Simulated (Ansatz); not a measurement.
## Vanadium, bcc: convergence with Fermi-Dirac smearing

Computed with Ansatz, r²SCAN, scalar-relativistic PAW, on the relaxed cell (a = 2.984 Å; spin not included). Errors count from a run at 500 eV on a Γ-centred 24×24×24 mesh with Fermi-Dirac smearing of 0.1 eV, extrapolated to zero width. Fixed here: cutoff 500 eV, mesh 15×15×15. The SCF starts from atomic densities corrected by a trained network.

```csv
width (eV),E(σ→0) error (meV/atom),F error (meV/atom),P (GPa),SCF iterations
0.01,-0.9,-1.2,-0.78,6
0.03,-1.1,-3.5,-0.59,6
0.1,-0.9,-26.9,-0.01,6
0.2,-6.2,-101.9,1.02,6
0.3,-18.8,-215.6,2.42,6
0.6,-42.3,-772.6,9.82,6
1.0,-97.2,-2053.5,25.62,7
```
